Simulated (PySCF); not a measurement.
C3H5N.
Structure used (GFN2-xTB), in Å, numbered top down from 1:
```
atom  x, y, z in Å
C1    -1.5085   -0.0439    0.1627
C2    -0.2632    0.4002    0.0410
C3     0.8843   -0.4840   -0.1187
N4     2.0951   -0.1554   -0.2402
H5    -2.3462    0.6228    0.2810
H6    -1.7325   -1.0984    0.1476
H7    -0.0498    1.4629    0.0572
H8     0.6704   -1.5497   -0.1346
H9     2.2641    0.8514   -0.2211
```

The closed-shell ground state was solved at several levels (PySCF, density fitting, gas phase, non-relativistic).

| level | basis functions | HOMO (eV) | LUMO (eV) | gap (eV) | dipole (D) |
| --- | --- | --- | --- | --- | --- |
| PBE0/def2-SVPD | 120 | -7.60 | -1.42 | 6.18 | 2.58 |
| PBE0/pcSseg-1 | 93 | -7.55 | -1.34 | 6.21 | 2.56 |

**Question.** Estimate the row for B3LYP/pcJ-1, a basis of 158 functions; the other rows only guide the guess.

**Answer.** HOMO -7.26 eV, LUMO -1.53 eV, gap 5.73 eV, dipole 2.55 D.

**Question.** Over all these levels, which gives the widest orbital gap and which the narrowest?

**Answer.** PBE0/pcSseg-1 (global hybrid, 25 % exact exchange) has the widest, 6.21 eV, and B3LYP/pcJ-1 (global hybrid, 20 % exact exchange) the narrowest, 5.73 eV. Functional and basis both differ between the two, so the spread mixes both effects.

**Question.** How far do the dipole and the HOMO energy spread over the levels?

**Answer.** The dipole runs from 2.55 to 2.58 D (mean 2.56 D) and the HOMO from -7.60 to -7.26 eV.

One conformer stands for the species.
